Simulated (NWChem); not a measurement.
**triplet C3H5F: levels of theory compared**

We compute a comparison of 3 runs (UTPSS/def2-SVP, U-r2SCAN/def2-SVP, USVWN5/def2-SVP) of triplet C3H5F. 

The results are computed with NWChem 7.3.0.

3 further runs of the same task are left out: 3 that didn't finish.

**1. Starting point**

C3H5F: 9 atoms, total charge 0, spin state triplet. As SMILES of the parent species, `C=CCF`. The coordinates come from a PBE0-D4/def2-TZVP relaxation. That shape belongs to the parent species and isn't relaxed for this state.

Bond lengths: C1–C2 1.324 Å, C2–C3 1.486 Å, C3–F4 1.387 Å, C1–H5 1.084 Å, C1–H6 1.086 Å, C2–H7 1.087 Å, C3–H8 1.096 Å, C3–H9 1.094 Å. Some angles: C1–C2–C3 123.6°, C2–C3–F4 110.3°, C1–C2–H7 120.6°, C3–C2–H7 115.9°, C2–C1–H5 121.7°, C2–C1–H6 121.3°, C2–C3–H8 111.1°, C2–C3–H9 111.2°, F4–C3–H8 106.9°, F4–C3–H9 108.2°.

**2. A single-point energy at UTPSS/def2-SVP (run 1)**

File c3h5f.nw:

```
START c3h5f
TITLE "C3H5F TPSS"
memory stack 880 mb heap 220 mb global 1100 mb
GEOMETRY noautosym nocenter noautoz
C       -0.578000       1.122500      -0.608000
C        0.352500       0.215400      -0.353400
C        0.200500      -0.852800       0.668500
F        0.430500      -2.098200       0.102300
H       -0.422500       1.909200      -1.336700
H       -1.531700       1.114000      -0.089100
H        1.299800       0.230700      -0.886500
H        0.929800      -0.730800       1.477200
H       -0.806800      -0.852300       1.094700
END
BASIS spherical bse
* library def2-SVP
END
DFT
xc xtpss03 ctpss03
mult 3
grid xfine
convergence energy 1e-08
maxiter 100
mulliken
print low
END
TASK dft energy
```

The run is started by

```bash
$ nwchem c3h5f.nw > c3h5f.out
```

The log of the run:

```text
[...]
 d= 0,ls=0.0,diis     1   -216.7624795095 -3.31D+02  8.43D-03  1.20D-01    10.3
[...]
 d= 0,ls=0.0,diis    12   -216.8371255823 -1.97D-09  1.79D-07  1.98D-10   130.5
[...]
         Total DFT energy =     -216.837125582260
      One electron energy =     -522.715561385557
           Coulomb energy =      219.984359684673
    Exchange-Corr. energy =      -28.686540427471
 Nuclear repulsion energy =      114.580616546095
[...]
      Total Density - Mulliken Population Analysis
     ---------------------------------------------
    Atom       Charge   Shell Charges
 -----------   ------   -------------------------------------------------------
    1 C    6     6.04   1.99  0.90  0.25  2.08  0.79  0.03
    2 C    6     6.14   1.99  0.92  0.28  2.11  0.81  0.04
    3 C    6     5.67   1.99  0.93  0.05  2.04  0.60  0.07
    4 F    9     9.27   1.99  1.14  0.80  3.34  2.00  0.01
    5 H    1     0.96   0.75  0.18  0.02
    6 H    1     0.96   0.75  0.19  0.02
    7 H    1     0.97   0.76  0.19  0.02
    8 H    1     0.98   0.77  0.19  0.02
    9 H    1     1.00   0.78  0.20  0.02
[...]
      <S2> =      2.0082 (Exact =     2.0000)
[...]
```

Run time: 2.2 min. Hardware: 1 thread of Intel Xeon Platinum 8259CL at 2.50GHz (Skylake/Cascade Lake), shared host; peak memory 0.14 GiB.

**3. The energy at U-r2SCAN/def2-SVP (run 2)**

File a.nw:

```
START a
TITLE "C3H5F"
memory stack 880 mb heap 220 mb global 1100 mb
GEOMETRY units angstrom noautosym nocenter noautoz
C     -0.578000     1.122500    -0.608000
C      0.352500     0.215400    -0.353400
C      0.200500    -0.852800     0.668500
F      0.430500    -2.098200     0.102300
H     -0.422500     1.909200    -1.336700
H     -1.531700     1.114000    -0.089100
H      1.299800     0.230700    -0.886500
H      0.929800    -0.730800     1.477200
H     -0.806800    -0.852300     1.094700
END
BASIS spherical bse
* library def2-SVP
END
DFT
xc r2scan
mult 3
grid xfine
convergence energy 1e-08
maxiter 100
mulliken
END
TASK dft energy
```

The run is started by

```bash
$ nwchem a.nw > a.out
```

The log of the run:

```text
[...]
          Wavefunction type:  spin polarized.
          No. of atoms     :     9
          No. of electrons :    32
[...]
          Charge           :     0
          Spin multiplicity:     3
[...]
          AO basis - number of functions:    81
[...]
              XC Information
              --------------
                      r^2SCAN Method XC Functional
               r^2SCAN metaGGA Exchange Functional  1.000
                     r^2SCAN Correlation Potential  1.000
[...]
 d= 0,ls=0.0,diis     1   -216.6209459893 -3.31D+02  7.95D-03  1.22D-01    11.4
[...]
 d= 0,ls=0.0,diis    11   -216.6924766888 -6.18D-09  4.85D-07  9.48D-10   126.6
[...]
         Total DFT energy =     -216.692476688779
      One electron energy =     -522.690687093853
           Coulomb energy =      219.947169327795
    Exchange-Corr. energy =      -28.529575468816
 Nuclear repulsion energy =      114.580616546095
[...]
      Total Density - Mulliken Population Analysis
     ---------------------------------------------
    Atom       Charge   Shell Charges
 -----------   ------   -------------------------------------------------------
    1 C    6     6.06   1.99  0.90  0.26  2.07  0.81  0.03
    2 C    6     6.16   1.99  0.92  0.29  2.09  0.84  0.04
    3 C    6     5.68   1.99  0.93  0.07  2.02  0.61  0.07
    4 F    9     9.29   1.99  1.14  0.80  3.34  2.02  0.01
    5 H    1     0.94   0.74  0.18  0.03
    6 H    1     0.95   0.74  0.19  0.03
    7 H    1     0.95   0.74  0.18  0.03
    8 H    1     0.97   0.76  0.19  0.03
    9 H    1     0.98   0.76  0.20  0.02
[...]
      <S2> =      2.0102 (Exact =     2.0000)
[...]
```

It took 2.1 min on 1 thread of Intel Xeon Platinum 8259CL at 2.50GHz (Skylake/Cascade Lake), shared host; peak memory 0.14 GiB.

**4. The energy at USVWN5/def2-SVP (run 3)**

File run.py:

```python
from ase import Atoms
from ase.calculators.nwchem import NWChem

molecule = Atoms('CCCFHHHHH', positions=[
    [-0.578000, 1.122500, -0.608000],
    [0.352500, 0.215400, -0.353400],
    [0.200500, -0.852800, 0.668500],
    [0.430500, -2.098200, 0.102300],
    [-0.422500, 1.909200, -1.336700],
    [-1.531700, 1.114000, -0.089100],
    [1.299800, 0.230700, -0.886500],
    [0.929800, -0.730800, 1.477200],
    [-0.806800, -0.852300, 1.094700],
])

calc = NWChem(
    label='c3h5f',
    theory='dft',
    memory='2200 mb',
    basis='def2-SVP',
    basispar='spherical bse',
    dft={'xc': 'slater vwn_5', 'mult': '3', 'grid': 'xfine', 'convergence': 'energy 1e-08', 'iterations': '100', 'mulliken': None},
    task='energy',
)
molecule.calc = calc

print(f"energy = {molecule.get_potential_energy():.6f} eV")
```

The run is started by

```bash
$ export ASE_NWCHEM_COMMAND="nwchem PREFIX.nwi > PREFIX.nwo"
$ python run.py
```

The log of the run:

```text
energy = -5851.771497 eV
```

The calculator wrote c3h5f.nwi:

```
title "c3h5f"

permanent_dir c3h5f

scratch_dir c3h5f

start c3h5f

geometry units angstrom nocenter noautosym noautoz
  C  -5.7799999999999996e-01 1.1225000000000001e+00 -6.0799999999999998e-01
  C  3.5249999999999998e-01 2.1540000000000001e-01 -3.5339999999999999e-01
  C  2.0050000000000001e-01 -8.5280000000000000e-01 6.6849999999999998e-01
  F  4.3049999999999999e-01 -2.0981999999999998e+00 1.0230000000000000e-01
  H  -4.2249999999999999e-01 1.9092000000000000e+00 -1.3367000000000000e+00
  H  -1.5317000000000001e+00 1.1140000000000001e+00 -8.9099999999999999e-02
  H  1.2998000000000001e+00 2.3069999999999999e-01 -8.8649999999999995e-01
  H  9.2979999999999996e-01 -7.3080000000000001e-01 1.4772000000000001e+00
  H  -8.0679999999999996e-01 -8.5229999999999995e-01 1.0947000000000000e+00
end

memory 2200 mb

basis spherical bse noprint
   * library def2-SVP
end

dft
  xc slater vwn_5
  mult 3
  grid xfine
  convergence energy 1e-08
  iterations 100
  mulliken
end

task dft energy
```

c3h5f.nwo:

```text
Northwest Computational Chemistry Package (NWChem) 7.3.0
             --------------------------------------------------------

           Job information
           ---------------

    nwchem branch   = 7.3.0
    use scalapack   = T
    input           = c3h5f.nwi
    prefix          = c3h5f.
    data base       = c3h5f/c3h5f.db
    status          = startup
    nproc           =        1

           Memory information
           ------------------

    heap     =     72089598 doubles =      550.0 Mbytes
    stack    =     72089595 doubles =      550.0 Mbytes
    global   =    144179200 doubles =     1100.0 Mbytes (distinct from heap & stack)
    total    =    288358393 doubles =     2200.0 Mbytes
    verify   = yes
    hardfail = no

           Directory information
           ---------------------

  0 permanent = c3h5f
  0 scratch   = c3h5f

                                NWChem Input Module
                                -------------------

                                       c3h5f
                                       -----

[... 25 lines left out ...]
            Nuclear Dipole moment (a.u.)
[... 67 lines left out ...]
  convergence criterion.
[... 16 lines left out ...]
          Convergence on density requested:  1.00D-05
[... 19 lines left out ...]
          Spatial weights used:  Erf1
[... 3 lines left out ...]
          Convergence aids based upon iterative change in
[... 98 lines left out ...]
         Total DFT energy =     -215.048637802821
[... 1 line left out ...]
           Coulomb energy =      219.737543715725
[... 1 line left out ...]
 Nuclear repulsion energy =      114.580616546095
[... 578 lines left out ...]
                     DFT Final Beta Molecular Orbital Analysis
[... 651 lines left out ...]
   alpha     71     72     73     74     75     76     77     78     79     80
    beta     71     72     73     74     75     76     77     78     79     80
 overlap   0.995  0.975  0.980  0.996  0.998  0.999  0.999  0.998  1.000  0.998

   alpha     81
    beta     81
 overlap   1.000

     --------------------------
     Expectation value of S2:
     --------------------------
      <S2> =      2.0036 (Exact =     2.0000)

 center of mass
 --------------
 x =   0.23113438 y =  -1.01847238 z =  -0.04122166

 moments of inertia (a.u.)
 ------------------
         408.272504209991          86.961399020839         -19.166092064643
          86.961399020839         113.756372912222          91.542781376575
         -19.166092064643          91.542781376575         397.217672262830

     Multipole analysis of the density
     ---------------------------------

     L   x y z        total         alpha         beta         nuclear
     -   - - -        -----         -----         ----         -------
     0   0 0 0     -0.000000    -17.000000    -15.000000     32.000000

     1   1 0 0     -0.056567     -2.867203     -3.223448      6.034084
[... 8 lines of this table left out ...]
     2   0 0 2    -17.275921    -32.036689    -27.034791     41.795559

 Task  times  cpu:      223.1s     wall:      223.1s
 Total times  cpu:      223.2s     wall:      223.2s
```

It took 3.7 min on 1 thread of Intel Xeon Platinum 8259CL at 2.50GHz (Skylake/Cascade Lake), shared host; peak memory 0.14 GiB.

**5. All runs side by side**

```csv
run,level,energy (Eh),⟨S²⟩,wall time
1,UTPSS/def2-SVP,-216.837126,2.008,2.2 min
2,U-r2SCAN/def2-SVP,-216.692477,2.010,2.1 min
3,USVWN5/def2-SVP,-215.048638,2.004,3.7 min
```

**6. Results**

| quantity | value |
| --- | --- |
| run 3: total energy | -215.04864 Eh |
| run 3: dipole moment | 1.59 D |
| run 3: HOMO energy (highest over α and β) | -2.18 eV |
| run 3: ⟨S²⟩ | 2.004 |

What this shows: Totals of different functionals can't be ranked against each other. All runs together took 8.1 min, the longest 3.7 min.
